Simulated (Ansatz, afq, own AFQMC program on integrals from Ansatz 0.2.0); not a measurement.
Integrals from Ansatz 0.2.0, then the random walk in our own AFQMC program (afq).

```yaml
crystal:
  periodic: [false, false, false]
  atoms:
    - {symbol: O, position_ang: [0.000000, 0.000000, 0.000000]}
basis:
  gaussian: {orbitals: cc-pVDZ}
magnetization: {spin_polarized: true, initial_magnetization: 2}
correlation: {method: ccsd_t, electrons: outside_noble_gas, hamiltonian_folder: ham}
```

```sh
$ ansatz run in.yaml --threads 1 --pin off --events-out ev --progress --plain --max-ram 15360MiB --backend cuda --devices 0, --max-vram 18GiB
```

afq runs on the folder ham with

```
--method free --trial cisd --walkers 4000 --time-step 0.03 --max-blocks 4000 --target-error 0.00018 --factor-cut 1e-05 --seed 4567 --times 0,0.3,0.6,1.2,1.8,2.4,3.6,4.8,6 --taylor-order 8
```

Times are imaginary, in 1/Eh. The walk had a cap of 61 s.

afq prints:

```
orbitals 13  electrons 4 2  factors 70 of 71
reference energy -74.79216602 Eh
CCSD correlation -0.11703401 Eh in 8 cycles, weight of the determinant in the CISD state 0.9712
repeat  energy at the last time / Eh  error
    10  -74.910197  0.000032
    20  -74.910187  0.000025
    30  -74.910177  0.000019
time / (1/Eh)  energy / Eh  error  mean overlap
  0.00  -74.909203  0.000005  1.0297
  0.30  -74.909979  0.000009  1.0299
  0.60  -74.910110  0.000008  1.0294
  1.20  -74.910156  0.000011  1.0266
  1.80  -74.910150  0.000010  1.0269
  2.40  -74.910143  0.000010  1.0286
  3.60  -74.910146  0.000015  1.0278
  4.80  -74.910185  0.000015  1.0245
  6.00  -74.910177  0.000018  1.0158
energy -74.910177 +/- 0.000018 Eh
```

The run passed its tests (error under three times the target), which doesn't prove that it has relaxed.

Against this walk (error 0.5 meV) on the same determinant: CCSD(T) 6.2 meV higher, CCSDT(Q) 1.3 meV higher, CCSDTQ 1.0 meV higher, full CI 0.9 meV higher (within the noise). The error is statistical, and a free projection of finite length keeps a remainder of its start.

Cautions: remainder of the start not in the error.

The walk took 15 s on 1 × NVIDIA H100 80GB HBM3 with 2 threads of AMD EPYC 7R13 Processor (Zen 3), on a shared host (the card was shared). The log's last line is the free-projection energy.

CCSDT and higher add their correlation energy to the determinant of the CCSD(T) run, since their own runs factorise the integrals more tightly (a shift of under 2 meV). A walk keeps the symmetry of its determinant, which the program's search chose and which needn't be the lowest solution, so a lower state of the same spin and another symmetry isn't excluded.
